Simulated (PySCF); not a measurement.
# PP (C6H6N2): geometry, NMR shifts, spin-spin couplings and electronic excitations

What NMR shifts, spin-spin couplings and electronic excitations should PP (C6H6N2) (`c1cc2[nH]ccc2[nH]1`) show?

Programs: PySCF 2.14.0, with density-fitted response routines of our own. Each step states its level of theory. These are calculated values for one molecule in the gas phase, unless marked as measured. Atoms count from 0, in the outputs and in this text.

### Step 1. The starting structure

14 atoms, charge 0, multiplicity 1; geometry from: GFN2-xTB.

Bonds of the start (Å): C0–C1 1.37, C1–C2 1.41, C2–N3 1.36, N3–C4 1.37, C4–C5 1.37, C5–C6 1.41, C6–N7 1.36, N7–C0 1.37, C6–C2 1.40, C0–H8 1.07, C1–H9 1.07, N3–H10 1.00, C4–H11 1.07, C5–H12 1.07, N7–H13 1.00.

### Step 2. Geometry optimisation at PBE0-D3(BJ)/def2-SVP

Job settings and geometry (Å):

```
{"job": {"xc": "PBE0", "basis": "def2-SVP", "d3": "d3bj", "grid": 1, "kind": "geom"}, "charge": 0, "multiplicity": 1}
C      2.090738    -0.173716     0.016467
C      1.426242     1.026496     0.041274
C      0.056647     0.697749     0.016421
N     -1.204127     1.217522     0.016482
C     -2.091173     0.173627    -0.019005
C     -1.426436    -1.026483    -0.044093
C     -0.056903    -0.697579    -0.022097
N      1.203811    -1.217457    -0.021968
H      3.147753    -0.357197     0.024076
H      1.874322     1.999635     0.073926
H     -1.452350     2.190787     0.041040
H     -3.148429     0.357115    -0.024925
H     -1.873418    -2.000433    -0.072034
H      1.452643    -2.190540    -0.047730
```

**Question.** This job is followed by: GIAO PBE0/pcSseg-1 NMR shielding, non-relativistic, gas phase; B3LYP/pcJ-1 indirect spin-spin coupling, non-relativistic, gas phase; TDDFT CAM-B3LYP/def2-SVPD, vertical, gas phase, core orbitals frozen in the response; GIAO PBE/pcSseg-1 NMR shielding, non-relativistic, gas phase. Predict these results of the whole session: point group; rotational constants (main isotopes); 13C shifts against TMS (PBE0/pcSseg-1, means over atoms taken as alike); 1H shifts against TMS (PBE0/pcSseg-1, means over atoms taken as alike); 15N shifts against NH3 (PBE0/pcSseg-1, means over atoms taken as alike); largest coupling of the table (B3LYP/pcJ-1); lowest singlet (CAM-B3LYP/def2-SVPD); brightest single state of those computed; lowest triplet; vertical ionisation energy (ΔSCF); range of the shift of C0.

The runs gave:

```
                                                               quantity                        value
                                                            point group                          C2h
                                   rotational constants (main isotopes)         5.25, 2.19, 1.54 GHz
13C shifts against TMS (PBE0/pcSseg-1, means over atoms taken as alike)       130.0, 121.7, 94.2 ppm
 1H shifts against TMS (PBE0/pcSseg-1, means over atoms taken as alike)         6.85, 6.64, 6.08 ppm
15N shifts against NH3 (PBE0/pcSseg-1, means over atoms taken as alike)                    140.0 ppm
                            largest coupling of the table (B3LYP/pcJ-1)      1J(C,H) C0–H8, 191.2 Hz
                                   lowest singlet (CAM-B3LYP/def2-SVPD)  5.37 eV (231 nm), f = 0.010
                               brightest single state of those computed  state 3, 5.57 eV, f = 0.400
                                                         lowest triplet                      3.67 eV
                                      vertical ionisation energy (ΔSCF)                      7.18 eV
                                               range of the shift of C0           117.8 to 121.7 ppm
```

**Reading.** Over 3 steps the energy fell by 0.046 eV; of the close pairs, C1–H9 changed most, 1.072 to 1.087 Å. Of the pairs tabulated at B3LYP/pcJ-1, C0–H8 (mean over like pairs) couples most strongly (191.2 Hz; Fermi contact 189.8 Hz). The lowest singlet, at 5.37 eV, is HOMO→LUMO 0.95 and is weak; of the 10 states computed, the strongest absorption comes from state 3 at 5.57 eV. The lowest triplet lies 1.70 eV below the lowest singlet (triplets in Tamm-Dancoff, singlets in full TDDFT). ΔSCF puts the ionisation energy at 7.18 eV, 0.73 eV above −ε(HOMO). In ppm, C0 (with its like atoms) moves most: its shift spreads over 3.8 ppm, from 117.8 (PBE/pcSseg-1) to 121.7 (PBE0/pcSseg-1). Most of that comes from the computed reference, not from the atom's own shielding.
